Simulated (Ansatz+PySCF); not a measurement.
## singlet BNH6: levels of theory in one basis

```xyz
8

B    -0.0009   -0.0469   -0.8981
N     0.0271   -0.0101    0.7603
H     0.0480   -1.1730   -1.2297
H    -1.0455    0.5784   -1.2845
H     0.9829    0.5596   -1.2364
H     0.0302    0.9600    1.1276
H    -0.8685   -0.4962    1.0983
H     0.7807   -0.4709    1.0640
```

Basis set: def2-SVP (spherical functions). Correlated methods keep 2 orbitals frozen. Charge 0, multiplicity 1.

Computed with Ansatz (development build ahead of 0.2.0); each method stands on the lowest determinant of its kind that the runs found.

```csv
method,E − E(RHF) (eV),<S²> of the determinant
RHF,0.00,0.00
RHF-MP2,-8.10,–
RHF-CCSD,-9.08,–
```

Q: What does RHF-CCSD(T) give on the same scale?

A: -9.28 eV.

Q: Is a single determinant a sound starting point here?

A: By this sign, yes. Unrestricted orbitals gain 0.00 eV and <S²> is 0.00 against 0.00 for a pure state.
